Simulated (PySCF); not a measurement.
BH2F.
Atom-mapped SMILES: `[BH2:1][F:2]` (hydrogens: H3, H4 on B1)

The closed-shell ground state was solved at several levels (PySCF, density fitting, gas phase, non-relativistic). Geometry: PBE0-D3(BJ)/def2-TZVP; no solvent, vibrations or thermal averaging.

```csv
level,basis functions,total energy (Eh),HOMO (eV),LUMO (eV),gap (eV),dipole (D)
wB97X-D/aug-cc-pVTZ,138,-125.9400,-11.32,0.53,11.85,0.76
PBE0/pcSseg-2,100,-125.8406,-9.35,-1.21,8.14,0.77
CAM-B3LYP/aug-cc-pVTZ,138,-125.9356,-10.88,-0.28,10.60,0.80
```

Task: What might PBE0/aug-cc-pVTZ (138 basis functions) give for the same quantities?

Result: Total energy -125.8363 Eh, HOMO -9.35 eV, LUMO -1.26 eV, gap 8.09 eV, dipole 0.75 D.

Task: Over all these levels, which gives the widest orbital gap and which the narrowest?

Result: wB97X-D/aug-cc-pVTZ (range-separated hybrid) has the widest, 11.85 eV, and PBE0/aug-cc-pVTZ (global hybrid, 25 % exact exchange) the narrowest, 8.09 eV. The two share the basis. From the narrowest to the widest the HOMO moves by -1.97 eV and the LUMO by +1.79 eV.

Task: How far do the dipole and the HOMO energy spread over the levels?

Result: The dipole runs from 0.75 to 0.80 D (mean 0.77 D) and the HOMO from -11.32 to -9.35 eV.

wB97X-D is run here without its empirical dispersion term; that term would change no orbital, density or response property at a fixed geometry.
